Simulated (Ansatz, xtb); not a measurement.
**H7N2Si+: 4 structures ranked**

4 gas-phase structures of H7N2Si+, found in a search over its isomers (lower ones may exist). Each was relaxed with GFN2-xTB:

A. `N[SiH2][NH3+]`, a singlet
B. `N[NH2+][SiH3]`, a singlet
C. `[NH3+]N[SiH3]`, a singlet
D. a singlet given by its coordinates

D (Å):

```xyz
10

N    -1.4018   -1.5185   -0.5136
N     1.4309   -1.1032   -0.8189
Si    0.0473   -0.5854    0.6362
H    -1.4226   -1.2804   -1.5053
H    -2.2986   -1.2377   -0.1216
H    -1.3515   -2.5316   -0.4328
H    -0.2173    0.6572   -0.1244
H     1.1796   -0.8899   -1.7839
H     1.6779   -2.0887   -0.7654
H     2.2760   -0.5767   -0.6070
```

Close contacts (Å): N1–Si3 2.07, N2–Si3 2.07, N1–H4 1.02, N1–H5 1.02, N1–H6 1.02, N2–H8 1.02, N2–H9 1.02, N2–H10 1.02, Si3–H7 1.48.

Question: Estimate their order in r2SCAN-D4/def2-SVP energy at these geometries, lowest first.

Answer: Calculated order at r2SCAN-D4/def2-SVP: A (0.0), D (104.6), B (254.4), C (262.0) kJ/mol.

Energies above the lowest of each column, in kJ/mol; the last columns are at B3LYP-D3(BJ)/def2-SVP geometries and were run for some of them only (a dash: not run or not comparable):

```
structure  GFN2-xTB  HF/STO-3G  r2SCAN-D4/def2-SVP  B3LYP-D3(BJ)/def2-SVP  CCSD(T)/def2-TZVP
        A       0.0        0.0                 0.0                    0.0                0.0
        D     177.2       78.4               104.6                   92.8              117.7
        B     187.3      187.7               254.4                  246.0              262.5
        C     206.7      241.5               262.0                      –                  –
```

Every level run on A puts it lowest or level with the lowest. Flexible structures stand in one conformer each, not always the lowest. Frequencies (B3LYP-D3(BJ)/def2-SVP) were run for A, B, D alone.

Over these structures GFN2-xTB departs from r2SCAN-D4/def2-SVP by 48.7 kJ/mol on average once a common shift is removed. A GFN2-xTB relaxation took about 0.23 s and the r2SCAN-D4/def2-SVP energy about 4.1 s on a shared host (Ansatz 0.2.0, xtb 6.7.1).
